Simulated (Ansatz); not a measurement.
# C4H10N2, SMILES CC(N)CC=N: a single point in a Gaussian basis

With Ansatz's Python interface.

`c4h10n2.xyz`
```text
16

C    -1.38010    0.04310   -0.90710
C    -0.75510   -0.36800    0.43570
N    -0.69590    0.76390    1.36530
C     0.63590   -1.01000    0.25990
C     1.64000   -0.10030   -0.39250
N     2.18870    0.85110    0.27110
H    -2.40900    0.42750   -0.74230
H    -1.44000   -0.83450   -1.58540
H    -0.78000    0.83760   -1.39920
H    -1.41320   -1.14670    0.88300
H    -0.29840    1.60010    0.87890
H    -1.67300    1.01420    1.64270
H     1.02430   -1.33550    1.24950
H     0.53110   -1.92330   -0.36530
H     1.93370   -0.28040   -1.42290
H     2.89100    1.46110   -0.17130
```

The cells in order, each with its output:

In [1]:
```python
import ansatz as az
import numpy as np
```

In [2]:
```python
molecule = az.Crystal.molecule_from_extxyz("c4h10n2.xyz")

base = (
    molecule.calculation()
    .basis(gaussian="6-31G*")
    .functional("r2scan")
    .forces()
)
out = base.run(threads=1)
r = out.report
```

In [3]:
```python
r["reference_energy_ev"]
```
Out [3]:
```text
-7285.491304886619
```

In [4]:
```python
print(f"E = {r['free_energy_ev']:.6f} eV = {r['free_energy_ev'] / 27.211386246:.7f} Ha")
print("converged:", r["converged"], " doubts:", r["published_state_doubts"] or "none")
```
```text
E = -7285.491305 eV = -267.7368672 Ha
converged: True  doubts: none
```

In [5]:
```python
state = r["mean_field"]["state"]
print(f"mean field: {state['energy']['hartree']:.7f} Ha, <S^2> = {abs(state['spin_squared']):.4f}, stability: {state.get('stability', {}).get('kind')}")
```
```text
mean field: -267.7368672 Ha, <S^2> = 0.0000, stability: minimum
```

In [6]:
```python
symbols = [site.symbol for site in molecule.cartesian_sites]
print("forces (eV/A)")
for symbol, f in zip(symbols, r["forces_ev_ang"]):
    print(f"  {symbol:2s} {f[0]:9.4f} {f[1]:9.4f} {f[2]:9.4f}")
```
```text
forces (eV/A)
  C    -0.1098   -0.3499   -0.2963
  C    -0.4662    0.2702   -0.0705
  N    -0.5340    0.6719    0.2654
  C     0.1645   -0.5694    0.0148
  C     1.1807    1.1630    0.4782
  N    -0.5421   -0.1235    0.9467
  H     0.4168   -0.1181   -0.1232
  H    -0.0488    0.3915    0.0356
  H    -0.2294   -0.2936    0.1648
  H     0.3056    0.3408   -0.0112
  H    -0.3095   -0.9115    0.4969
  H     0.9651   -0.1525   -0.3971
  H    -0.2237    0.3533   -0.3727
  H    -0.0258    0.3376    0.1980
  H    -0.1820   -0.3553   -0.6796
  H    -0.3615   -0.6543   -0.6499
```

In [7]:
```python
charges = r["charge_distribution"]
dipole = np.array(charges["dipole_moment_e_ang"]) * 4.803205
print("dipole (D): {:.3f} {:.3f} {:.3f}, length {:.3f}".format(*dipole, np.linalg.norm(dipole)))
print("atom  Mulliken   Lowdin")
for symbol, m, l in zip(symbols, charges["mulliken_charges_e"], charges["lowdin_charges_e"]):
    print(f"{symbol:4s} {m:9.3f} {l:8.3f}")
```
```text
dipole (D): -0.850 -0.194 -2.381, length 2.535
atom  Mulliken   Lowdin
C       -0.518   -0.356
C       -0.019   -0.170
N       -0.715   -0.382
C       -0.322   -0.250
C        0.039   -0.123
N       -0.538   -0.245
H        0.164    0.122
H        0.157    0.121
H        0.165    0.122
H        0.158    0.121
H        0.317    0.220
H        0.303    0.217
H        0.205    0.155
H        0.156    0.128
H        0.139    0.103
H        0.307    0.217
```

Reading the output:
- Total energies depend on the basis set; only differences at equal settings carry meaning.
- The geometry is a force-field or estimated start, not a minimum of this method, and the basis set is short of its limit.
- The Löwdin charges here are taken after orthogonalising the functions within each atom; they differ from plain Löwdin charges, and their signs can be unphysical.
- Wall time of the script: 9.9 s on 1 thread of Arm Neoverse V1 (shared host), peak memory 0.25 GiB.

(Lines on the test bed's own set-up are left out of the output.)
